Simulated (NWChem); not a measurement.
# C3H10N+ (SMILES C[NH+](C)C): levels of theory compared

We compute a comparison of 4 runs (HF/STO-3G, HF/3-21G, B3LYP/6-31G*) of C3H10N+. 

The calculation is run with NWChem 7.3.0.

### Step 1. The system as given

C3H10N+ has 14 atoms, charge +1, and is taken as a singlet. As SMILES, `C[NH+](C)C`. The coordinates come from a PBE0-D4/def2-TZVP relaxation.

Bond lengths: C1–N2 1.488 Å, N2–C3 1.488 Å, N2–C4 1.488 Å, C1–H5 1.088 Å, C1–H6 1.088 Å, C1–H7 1.089 Å, N2–H8 1.021 Å, C3–H9 1.089 Å, C3–H10 1.088 Å, C3–H11 1.089 Å, C4–H12 1.089 Å, C4–H13 1.089 Å, C4–H14 1.088 Å. Some angles: C1–N2–C3 111.6°, C1–N2–C4 111.6°, C3–N2–C4 111.6°, C1–N2–H8 107.3°, C3–N2–H8 107.3°, C4–N2–H8 107.3°, N2–C1–H5 109.1°, N2–C1–H6 109.1°, N2–C1–H7 108.4°, N2–C3–H9 108.4°.

### Step 2. Energy and gradient at HF/STO-3G (run 1)

Input file geom.nw:

```
start geom
memory stack 880 mb heap 220 mb global 1100 mb
charge 1
geometry units angstroms noautosym nocenter noautoz
  C    -0.619100    0.739200   -1.046100
  N    -0.323800   -0.159300    0.103000
  C     0.186900    0.601600    1.275500
  C     0.604700   -1.255900   -0.284400
  H    -1.032200    0.149300   -1.862200
  H    -1.334200    1.496900   -0.730900
  H     0.310200    1.211500   -1.360600
  H    -1.205100   -0.592900    0.383300
  H     1.128000    1.072700    0.996000
  H     0.346100   -0.085900    2.104200
  H    -0.542200    1.361000    1.552200
  H     0.756000   -1.912800    0.570300
  H     1.552500   -0.813000   -0.586600
  H     0.172100   -1.812400   -1.113800
end
basis spherical bse
  * library STO-3G
end
scf
  singlet
  rhf
  thresh 1e-08
  maxiter 80
end
task scf gradient
```

Started as:

```
$ nwchem geom.nw > geom.out
```

The log of the run:

```text
[...]
  functions       =    30
[...]
  wavefunction    = RHF
[...]
         Total SCF energy =   -171.633437794392
      One-electron energy =   -513.804152477988
      Two-electron energy =    195.032076401730
 Nuclear repulsion energy =    147.138638281866
        Time for solution =      1.7s
[...]
                         RHF ENERGY GRADIENTS
    atom               coordinates                        gradient
                 x          y          z           x          y          z
   1 C      -1.169929   1.396885  -1.976842    0.004276  -0.018469   0.023023
   2 N      -0.611893  -0.301033   0.194642    0.003759   0.001825  -0.001099
   3 C       0.353190   1.136859   2.410345   -0.011679  -0.015830  -0.022626
   4 C       1.142717  -2.373307  -0.537438   -0.019932   0.020847   0.008064
   5 H      -1.950575   0.282136  -3.519048    0.000640   0.001103   0.000353
   6 H      -2.521272   2.828731  -1.381201    0.000918  -0.000273  -0.000823
   7 H       0.586193   2.289403  -2.571161   -0.000282  -0.000369   0.000365
   8 H      -2.277309  -1.120419   0.724332    0.019996   0.009836  -0.006352
   9 H       2.131611   2.027109   1.882167   -0.000406  -0.000313  -0.000158
  10 H       0.654034  -0.162327   3.976361    0.000350   0.001134  -0.000527
  11 H      -1.024609   2.571917   2.933233    0.001226  -0.000312   0.000051
[...]
```

Run time: 2.5 s. Hardware: 1 thread of Intel Xeon 6975P-C (Granite Rapids), shared host; peak memory 0.096 GiB.

### Step 3. Energy and gradient at HF/3-21G (run 2)

Input file run.py:

```python
from ase import Atoms
from ase.calculators.nwchem import NWChem

mol = Atoms(['C', 'N', 'C', 'C', 'H', 'H', 'H', 'H', 'H', 'H', 'H', 'H', 'H', 'H'], positions=[
    [-0.619100, 0.739200, -1.046100],
    [-0.323800, -0.159300, 0.103000],
    [0.186900, 0.601600, 1.275500],
    [0.604700, -1.255900, -0.284400],
    [-1.032200, 0.149300, -1.862200],
    [-1.334200, 1.496900, -0.730900],
    [0.310200, 1.211500, -1.360600],
    [-1.205100, -0.592900, 0.383300],
    [1.128000, 1.072700, 0.996000],
    [0.346100, -0.085900, 2.104200],
    [-0.542200, 1.361000, 1.552200],
    [0.756000, -1.912800, 0.570300],
    [1.552500, -0.813000, -0.586600],
    [0.172100, -1.812400, -1.113800],
])

calc = NWChem(
    label='c3h10n',
    theory='scf',
    memory='2200 mb',
    basis='3-21G',
    basispar='spherical bse',
    charge=1,
    scf={'nopen': '0', 'rhf': None, 'thresh': '1e-08', 'maxiter': '80', 'print': 'low'},
)
mol.calc = calc

forces = mol.get_forces()
print("Total energy (eV):", round(mol.get_potential_energy(), 6))
print("forces (eV/A):")
for s, f in zip(mol.symbols, forces):
    print(f"{s:2s} {f[0]:10.5f} {f[1]:10.5f} {f[2]:10.5f}")
```

Started as:

```
$ export ASE_NWCHEM_COMMAND="nwchem PREFIX.nwi > PREFIX.nwo"
$ python run.py
```

The log of the run:

```text
Total energy (eV): -4699.492345
forces (eV/A):
C    -0.18800    0.75554   -0.94565
N    -1.07431   -0.52774    0.33841
C     0.46948    0.64622    0.93588
C     0.80933   -0.86487   -0.32879
H     0.12619    0.22039    0.23757
H     0.22775   -0.22790   -0.13802
H    -0.31676   -0.13529    0.07667
H     0.18810    0.09266   -0.06022
H    -0.30282   -0.13920    0.12213
H    -0.04103    0.24955   -0.24066
H     0.25567   -0.23294   -0.05770
H    -0.02566    0.18707   -0.29701
H    -0.29629   -0.17576    0.09205
H     0.16830    0.15231    0.26524
```

The calculator wrote c3h10n.nwi:

```
title "c3h10n"

permanent_dir c3h10n

scratch_dir c3h10n

start c3h10n

geometry units angstrom nocenter noautosym noautoz
  C  -6.1909999999999998e-01 7.3919999999999997e-01 -1.0461000000000000e+00
  N  -3.2379999999999998e-01 -1.5930000000000000e-01 1.0299999999999999e-01
  C  1.8690000000000001e-01 6.0160000000000002e-01 1.2755000000000001e+00
  C  6.0470000000000002e-01 -1.2559000000000000e+00 -2.8439999999999999e-01
  H  -1.0322000000000000e+00 1.4929999999999999e-01 -1.8622000000000001e+00
  H  -1.3342000000000001e+00 1.4968999999999999e+00 -7.3089999999999999e-01
  H  3.1019999999999998e-01 1.2115000000000000e+00 -1.3606000000000000e+00
  H  -1.2051000000000001e+00 -5.9289999999999998e-01 3.8329999999999997e-01
  H  1.1279999999999999e+00 1.0727000000000000e+00 9.9600000000000000e-01
  H  3.4610000000000002e-01 -8.5900000000000004e-02 2.1042000000000001e+00
  H  -5.4220000000000002e-01 1.3610000000000000e+00 1.5522000000000000e+00
  H  7.5600000000000001e-01 -1.9128000000000001e+00 5.7030000000000003e-01
  H  1.5525000000000000e+00 -8.1299999999999994e-01 -5.8660000000000001e-01
  H  1.7210000000000000e-01 -1.8124000000000000e+00 -1.1137999999999999e+00
end

charge 1

memory 2200 mb

basis spherical bse noprint
   * library 3-21G
end

scf
  nopen 0
  rhf
  thresh 1e-08
  maxiter 80
  print low
end

task scf gradient
```

c3h10n.nwo:

```text
Northwest Computational Chemistry Package (NWChem) 7.3.0
             --------------------------------------------------------

           Job information
           ---------------

    nwchem branch   = 7.3.0
    use scalapack   = T
    input           = c3h10n.nwi
    prefix          = c3h10n.
    data base       = c3h10n/c3h10n.db
    status          = startup
    nproc           =        1

           Memory information
           ------------------

    heap     =     72089596 doubles =      550.0 Mbytes
    stack    =     72089601 doubles =      550.0 Mbytes
    global   =    144179200 doubles =     1100.0 Mbytes (distinct from heap & stack)
    total    =    288358397 doubles =     2200.0 Mbytes
    verify   = yes
    hardfail = no

[... 37 lines left out ...]
            Nuclear Dipole moment (a.u.)
[... 83 lines left out ...]
       Final RHF  results
       ------------------

         Total SCF energy =   -172.703159637548
      One-electron energy =   -515.172936337584
      Two-electron energy =    195.331138418170
 Nuclear repulsion energy =    147.138638281866

        Time for solution =      1.9s

                              NWChem Gradients Module
                              -----------------------

                         RHF ENERGY GRADIENTS

    atom               coordinates                        gradient
                 x          y          z           x          y          z
   1 C      -1.169929   1.396885  -1.976842    0.003656  -0.014693   0.018390
   2 N      -0.611893  -0.301033   0.194642    0.020892   0.010263  -0.006581
   3 C       0.353190   1.136859   2.410345   -0.009130  -0.012567  -0.018200
[... 10 lines of this table left out ...]
  14 H       0.325222  -3.424939  -2.104777   -0.003273  -0.002962  -0.005158

 Task  times  cpu:        2.2s     wall:        2.2s
 Total times  cpu:        2.3s     wall:        2.3s
```

It took 3.3 s on 1 thread of Intel Xeon 6975P-C (Granite Rapids), shared host; peak memory 0.094 GiB.

Run 3 isn't shown in full; the table further down has it.

### Step 4. Energy and gradient at B3LYP/6-31G(d) (Cartesian functions) (run 4)

Input file geom.xyz:

```xyz
14
C3H10N
C     -0.619100     0.739200    -1.046100
N     -0.323800    -0.159300     0.103000
C      0.186900     0.601600     1.275500
C      0.604700    -1.255900    -0.284400
H     -1.032200     0.149300    -1.862200
H     -1.334200     1.496900    -0.730900
H      0.310200     1.211500    -1.360600
H     -1.205100    -0.592900     0.383300
H      1.128000     1.072700     0.996000
H      0.346100    -0.085900     2.104200
H     -0.542200     1.361000     1.552200
H      0.756000    -1.912800     0.570300
H      1.552500    -0.813000    -0.586600
H      0.172100    -1.812400    -1.113800
```

Input file run.py:

```python
from ase.io import read
from ase.calculators.nwchem import NWChem

mol = read('geom.xyz')

calc = NWChem(
    label='geom',
    theory='dft',
    memory='2200 mb',
    basis='6-31G*',
    charge=1,
    dft={'xc': 'b3lyp', 'mult': '1', 'grid': 'xfine', 'convergence': 'energy 1e-08', 'iterations': '100', 'mulliken': None},
)
mol.calc = calc

forces = mol.get_forces()
print("Total energy (eV):", round(mol.get_potential_energy(), 6))
print("forces (eV/A):")
for s, f in zip(mol.symbols, forces):
    print(f"{s:2s} {f[0]:10.5f} {f[1]:10.5f} {f[2]:10.5f}")
print("dipole (e A):", mol.get_dipole_moment().round(4))
```

Started as:

```
$ export ASE_NWCHEM_COMMAND="nwchem PREFIX.nwi > PREFIX.nwo"
$ python run.py
```

The log of the run:

```text
Total energy (eV): -4757.921292
forces (eV/A):
C    -0.11498    0.25984   -0.33589
N    -0.16357   -0.07976    0.04906
C     0.13159    0.22034    0.36309
C     0.25886   -0.34427   -0.10696
H    -0.04206   -0.03368   -0.07775
H    -0.06335    0.06628    0.00699
H     0.06716    0.05024   -0.04191
H    -0.19222   -0.09446    0.06083
H     0.07852    0.04710   -0.00314
H     0.01286   -0.04242    0.08207
H    -0.05188    0.06387    0.04052
H     0.01928   -0.06752    0.05723
H     0.08408    0.01589   -0.02838
H    -0.02427   -0.06145   -0.06572
dipole (e A): [-0.1985 -0.0976  0.0631]
```

The calculator wrote geom.nwi:

```
title "geom"

permanent_dir geom

scratch_dir geom

start geom

geometry units angstrom nocenter noautosym noautoz
  C  -6.1909999999999998e-01 7.3919999999999997e-01 -1.0461000000000000e+00
  N  -3.2379999999999998e-01 -1.5930000000000000e-01 1.0299999999999999e-01
  C  1.8690000000000001e-01 6.0160000000000002e-01 1.2755000000000001e+00
  C  6.0470000000000002e-01 -1.2559000000000000e+00 -2.8439999999999999e-01
  H  -1.0322000000000000e+00 1.4929999999999999e-01 -1.8622000000000001e+00
  H  -1.3342000000000001e+00 1.4968999999999999e+00 -7.3089999999999999e-01
  H  3.1019999999999998e-01 1.2115000000000000e+00 -1.3606000000000000e+00
  H  -1.2051000000000001e+00 -5.9289999999999998e-01 3.8329999999999997e-01
  H  1.1279999999999999e+00 1.0727000000000000e+00 9.9600000000000000e-01
  H  3.4610000000000002e-01 -8.5900000000000004e-02 2.1042000000000001e+00
  H  -5.4220000000000002e-01 1.3610000000000000e+00 1.5522000000000000e+00
  H  7.5600000000000001e-01 -1.9128000000000001e+00 5.7030000000000003e-01
  H  1.5525000000000000e+00 -8.1299999999999994e-01 -5.8660000000000001e-01
  H  1.7210000000000000e-01 -1.8124000000000000e+00 -1.1137999999999999e+00
end

charge 1

memory 2200 mb

basis noprint
   * library 6-31G*
end

dft
  xc b3lyp
  mult 1
  grid xfine
  convergence energy 1e-08
  iterations 100
  mulliken
end

task dft gradient
```

geom.nwo:

```text
Northwest Computational Chemistry Package (NWChem) 7.3.0
             --------------------------------------------------------

           Job information
           ---------------

    nwchem branch   = 7.3.0
    use scalapack   = T
    input           = geom.nwi
    prefix          = geom.
    data base       = geom/geom.db
    status          = startup
    nproc           =        1

           Memory information
           ------------------

    heap     =     72089596 doubles =      550.0 Mbytes
    stack    =     72089601 doubles =      550.0 Mbytes
    global   =    144179200 doubles =     1100.0 Mbytes (distinct from heap & stack)
    total    =    288358397 doubles =     2200.0 Mbytes
    verify   = yes
    hardfail = no

[... 117 lines left out ...]
  convergence criterion.
[... 40 lines left out ...]
          Spatial weights used:  Erf1
[... 79 lines left out ...]
         Total DFT energy =     -174.850383875471
[... 3 lines left out ...]
 Nuclear repulsion energy =      147.138638281866
[... 633 lines left out ...]
          Convergence on gradient requested:  5.00D-04
[... 27 lines left out ...]
          total energy or number of iterations.
[... 26 lines left out ...]
                         DFT ENERGY GRADIENTS

    atom               coordinates                        gradient
                 x          y          z           x          y          z
   1 C      -1.169929   1.396885  -1.976842    0.002236  -0.005053   0.006532
   2 N      -0.611893  -0.301033   0.194642    0.003181   0.001551  -0.000954
   3 C       0.353190   1.136859   2.410345   -0.002559  -0.004285  -0.007061
[... 10 lines of this table left out ...]
  14 H       0.325222  -3.424939  -2.104777    0.000472   0.001195   0.001278

                 ----------------------------------------
                 |  Time  |  1-e(secs)   |  2-e(secs)   |
                 ----------------------------------------
                 |  CPU   |       0.01   |       1.05   |
                 ----------------------------------------
                 |  WALL  |       0.01   |       1.05   |
                 ----------------------------------------

 Task  times  cpu:       44.0s     wall:       44.0s
 Total times  cpu:       44.0s     wall:       44.0s
```

Run time: 45 s. Hardware: 1 thread of Intel Xeon 6975P-C (Granite Rapids), shared host; peak memory 0.16 GiB.

### Step 5. Overview of the runs

```
run                               level  iteration cap  module  energy (Eh)  HOMO energy (eV)  LUMO energy (eV)  HOMO–LUMO gap (eV)  wall time
  1                           HF/STO-3G             80     scf  -171.633438            -19.88              7.55               27.43      2.5 s
  2                            HF/3-21G             80     scf  -172.703160                 –                 –                   –      3.3 s
  3  B3LYP/6-31G* (spherical functions)            100     dft  -174.847398            -16.07             -4.07               12.00       42 s
  4  B3LYP/6-31G* (Cartesian functions)            100     dft  -174.850384            -16.07             -4.08               11.99       45 s
```

### Step 6. What came out

| quantity | value |
| --- | --- |
| run 4: total energy | -174.85038 Eh |
| run 4: HOMO energy | -16.07 eV |
| run 4: LUMO energy | -4.08 eV |
| run 4: HOMO–LUMO gap | 11.99 eV |
| run 4: largest force on an atom | 0.445 eV/Å |

In words: Over runs 1, 3, 4 the HOMO–LUMO gap runs from 11.99 eV (B3LYP/6-31G*) to 27.43 eV (HF/STO-3G). The two ends differ in method and basis. In run 1 the basis is minimal, so the values are rough. All runs together took 93 s, the longest 45 s.
